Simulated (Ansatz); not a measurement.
# H2Cl radical (built from SMILES Cl.[H]): functionals against CCSD(T) at one geometry

How do the functionals fare away from a minimum? The structure is a displaced guess of a reacting structure.

The runs use Ansatz 0.2.0, Gaussian basis; single points in def2-TZVPP.

Cores are frozen in the correlated methods. Orbitals are unrestricted.

## (1) Starting geometry

3 atoms, charge 0, spin multiplicity 2.

Atoms are counted from 1 here; the program's logs count them from 0.

No contacts short enough for the rule that draws bonds.

Coordinates:

```
atom    x (Å)    y (Å)    z (Å)
  H1  -0.2889  -0.0548  -0.0198
 Cl2   1.4186  -0.3015  -0.5435
  H3  -1.1213   0.2960   0.2148
```

## (2) CCSD(T)/def2-TZVPP

run/in.yaml reads:

```yaml
crystal:
  periodic: [false, false, false]
  atoms:
    - {symbol: H, position_ang: [-0.288900, -0.054800, -0.019800]}
    - {symbol: Cl, position_ang: [1.418600, -0.301500, -0.543500]}
    - {symbol: H, position_ang: [-1.121300, 0.296000, 0.214800]}
basis:
  gaussian: {orbitals: def2-TZVPP}
magnetization: {spin_polarized: true, initial_magnetization: 1}
correlation: {method: ccsd_t}
scf: {omitted_lower_state_checks: [cluster_reference]}
output: {forces: true}
```

The command line of these runs was not kept.

## (3) PBE0-D4/def2-TZVPP

run/in.yaml: that of step 2 with these lines changed.

```diff
@@ -9,4 +9,3 @@
 magnetization: {spin_polarized: true, initial_magnetization: 1}
-correlation: {method: ccsd_t}
-scf: {omitted_lower_state_checks: [cluster_reference]}
-output: {forces: true}
+hamiltonian: {xc: pbe0, dispersion: d4}
+output: {forces: true, orbitals: {seedname: orbitals}}
```

## (4) wB97M-V/def2-TZVPP

run/in.yaml: that of step 3 with these lines changed.

```diff
@@ -9,3 +9,3 @@
 magnetization: {spin_polarized: true, initial_magnetization: 1}
-hamiltonian: {xc: pbe0, dispersion: d4}
-output: {forces: true, orbitals: {seedname: orbitals}}
+hamiltonian: {xc: {name: wB97M-V}}
+output: {forces: true}
```

## (5) r2SCAN-D4/def2-TZVPP

run/in.yaml: that of step 4 with these lines changed.

```diff
@@ -9,3 +9,3 @@
 magnetization: {spin_polarized: true, initial_magnetization: 1}
-hamiltonian: {xc: {name: wB97M-V}}
+hamiltonian: {xc: r2scan, dispersion: d4}
 output: {forces: true}
```

## (6) PBE-D4/def2-TZVPP

run/in.yaml: that of step 5 with these lines changed.

```diff
@@ -9,3 +9,3 @@
 magnetization: {spin_polarized: true, initial_magnetization: 1}
-hamiltonian: {xc: r2scan, dispersion: d4}
+hamiltonian: {xc: pbe, dispersion: d4}
 output: {forces: true}
```

## (7) revPBE-D4/def2-TZVPP

run/in.yaml: that of step 6 with these lines changed.

```diff
@@ -9,3 +9,3 @@
 magnetization: {spin_polarized: true, initial_magnetization: 1}
-hamiltonian: {xc: pbe, dispersion: d4}
+hamiltonian: {xc: {name: revPBE}, dispersion: d4}
 output: {forces: true}
```

## (8) BHLYP-D4/def2-TZVPP

run/in.yaml: that of step 7 with these lines changed.

```diff
@@ -9,3 +9,3 @@
 magnetization: {spin_polarized: true, initial_magnetization: 1}
-hamiltonian: {xc: {name: revPBE}, dispersion: d4}
+hamiltonian: {xc: {name: BHLYP}, dispersion: d4}
 output: {forces: true}
```

(Steps that only read results are left out.)

Q: Predict the outcome of this session. Wanted: energy less free atoms, CCSD(T)/def2-TZVPP; RMS force component; RMS force error; HOMO and LUMO, PBE0-D4; T1 diagnostic.

**Answer**, as computed:

| quantity | value |
| --- | --- |
| energy less free atoms, CCSD(T)/def2-TZVPP | -405.7 kJ/mol |
| RMS force component | 0.812 to 1.232 eV/Å over the methods |
| RMS force error | PBE0-D4 0.317, wB97M-V 0.112, r2SCAN-D4 0.391, PBE-D4 0.494, revPBE-D4 0.459, BHLYP-D4 0.038 eV/Å |
| HOMO and LUMO, PBE0-D4 | -9.19 and -5.73 eV |
| T1 diagnostic | 0.017 |

Against CCSD(T) the functionals' energies less atoms differ by -32.5 to -6.7 kJ/mol, PBE-D4 by -32.5 kJ/mol. CCSD(T) in triple zeta still lacks some correlation energy of the bonds, so part of these gaps is its own basis error and they don't rank the functionals. For forces BHLYP-D4 does best and PBE-D4 worst.
